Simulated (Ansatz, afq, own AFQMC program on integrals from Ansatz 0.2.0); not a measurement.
**BH4O, doublet in cc-pVTZ, levels against AFQMC with the constraint released**

| atom | x (Å) | y (Å) | z (Å) |
| --- | --- | --- | --- |
| B | -1.4006 | 0.0307 | 0.0000 |
| H | -1.9973 | 1.0643 | 0.0000 |
| H | -1.9973 | -1.0029 | 0.0000 |
| H | -0.2071 | 0.0307 | 0.0000 |
| O | 1.1244 | 0.0307 | 0.0000 |
| H | 1.3763 | -0.9092 | 0.0000 |

Connectivity, by distances: BH3 ··· OH.

Basis cc-pVTZ. Only valence electrons are correlated. Integrals, coupled cluster, full CI and functionals: Ansatz 0.2.0; the random walks run on the same integrals in our own AFQMC program. ph-AFQMC/CISD is guided by a CISD state made of CCSD amplitudes; releasing the constraint for a short imaginary time cuts its bias at the price of noise, slowly where states lie close. Error bars are statistical, one sigma.

Determinant: UHF, the one that the program's search chose, which needn't be the lowest solution. The geometry is a point of a scan.

No full CI on the walks' own integrals is used here. The released AFQMC energy serves as the reference, which it does only where one determinant dominates, the energy is flat over the last release times and near the phaseless one (40 meV or 2 meV an electron, half that with transition metals). On small molecules, where full CI could be run and the noise was under 10 meV, such values lay within 10 meV of it in 19 cases of 20, a flattering rate, since the rule was set on those same cases; what remains of the bias isn't in the error bar.

Cautions: the released value is read at 2.40 1/Eh with a noise of 12 meV, more than in the cases checked (meV from the phaseless value at times in 1/Eh: -8 ± 6 at 0.24, -17 ± 8 at 0.51, -17 ± 5 at 0.99, -32 ± 10 at 1.62, -26 ± 12 at 2.40).

```
T1 diagnostic                               : 0.0248
weight of the determinant in the CISD state : 0.875
⟨S²⟩ of the determinant                     : 0.770
size of the correlated space                : 13 electrons in 114 orbitals
```

| level | correlation energy (eV) |
| --- | --- |
| MP2 | -9.2267 |
| CCSD | -10.1574 |
| CCSD(T) | -10.4552 |

(1) Estimate where phaseless AFQMC with a CISD trial lies against CCSD(T) on the same integrals.

(1) 0.33 ± 0.19 kcal/mol below CCSD(T). The gap is under twice the noise, so this walk alone can't tell the two apart.

Reference: AFQMC with the constraint released, correlation energy -10.496 ± 0.012 eV.

```tsv
level	E − E(reference) (kcal/mol)	share of correlation (%)
CCSD(T)	0.93 ± 0.28	99.61
ph-AFQMC/CISD	0.60 ± 0.34	99.75
```

A walk keeps the symmetry of its determinant, which the program's search chose and which needn't be the lowest solution, so a lower state of the same spin and another symmetry isn't excluded. Released energies are given only where the last usable release times agree within the noise; a slower fall can still hide under it.
